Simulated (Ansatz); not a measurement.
# C2H4Cl2O: small, medium and large basis sets

An exercise on one series of results from a longer session: the logs are not shown, and one member is left open.

The runs use Ansatz 0.2.0, Gaussian basis; one geometry, several basis sets.

Plan: PBE0-D4/def2-SVP; ωB97M-V/def2-SVP; PBE0-D4/def2-QZVPP; ωB97M-V/def2-QZVPP; the functionals' def2-TZVPP values are taken from earlier runs.

## The geometry

The geometry comes from an earlier relaxation with PBE0-D4 in a triple-zeta def2 set; it is a stationary point, not always the lowest conformer.

9 atoms, charge 0, spin multiplicity 1.

Atoms are counted from 1 here; the program's logs count them from 0.

Bond lengths: C1–O2 1.418 Å, C1–H6 1.096 Å, C1–H7 1.088 Å, C1–H8 1.093 Å, O2–C3 1.353 Å, C3–Cl4 1.757 Å, C3–Cl5 1.807 Å, C3–H9 1.092 Å. Angles: O2–C1–H6 110.8°, O2–C1–H7 106.2°, O2–C1–H8 110.8°, H6–C1–H7 109.6°, H6–C1–H8 109.5°, H7–C1–H8 109.9°, C1–O2–C3 114.0°, O2–C3–Cl4 108.4°, O2–C3–Cl5 112.3°, O2–C3–H9 113.3°, Cl4–C3–Cl5 109.8°, Cl4–C3–H9 108.1°, Cl5–C3–H9 104.8°.

The first run:

in.yaml reads:

```yaml
crystal:
  periodic: [false, false, false]
  atoms:
    - {symbol: C, position_ang: [0.479637, -1.098071, -0.361100]}
    - {symbol: O, position_ang: [0.338418, 0.278065, -0.672006]}
    - {symbol: C, position_ang: [-0.443694, 0.959874, 0.195585]}
    - {symbol: Cl, position_ang: [-0.821674, 2.523996, -0.510830]}
    - {symbol: Cl, position_ang: [0.353466, 1.188921, 1.801347]}
    - {symbol: H, position_ang: [-0.500488, -1.581284, -0.280114]}
    - {symbol: H, position_ang: [1.036603, -1.540108, -1.184159]}
    - {symbol: H, position_ang: [1.030361, -1.229977, 0.573697]}
    - {symbol: H, position_ang: [-1.384226, 0.452184, 0.420480]}
basis:
  gaussian: {orbitals: def2-SVP}
hamiltonian: {xc: pbe0, dispersion: d4}
output: {orbitals: {seedname: orbitals}}
```

Launch:

```console
> ansatz run in.yaml --threads 4 --pin off --events-out ev --progress --plain --max-ram 10444MiB
```

Steps of the session up to this table: PBE0-D4 in def2-SVP; ωB97M-V in def2-SVP; PBE0-D4 in def2-QZVPP; ωB97M-V in def2-QZVPP.

One of the session's tables, all rows but one given; the rest of the session is left out.

It belongs to the step «Density functionals: the series». 

```
functional       basis  HOMO (eV)  LUMO (eV)
   PBE0-D4    def2-SVP      -8.44       0.60
   PBE0-D4  def2-TZVPP          ?          ?
   PBE0-D4  def2-QZVPP      -8.67      -0.26
   ωB97M-V    def2-SVP     -10.70       2.79
   ωB97M-V  def2-TZVPP     -10.93       2.09
   ωB97M-V  def2-QZVPP     -10.99       1.54
```

**Question.** Estimate the row for PBE0-D4, def2-TZVPP.

**Answer.** HOMO (eV): -8.62; LUMO (eV): -0.02. In the column «HOMO (eV)» it lies between PBE0-D4, def2-QZVPP (-8.67) and PBE0-D4, def2-SVP (-8.44).
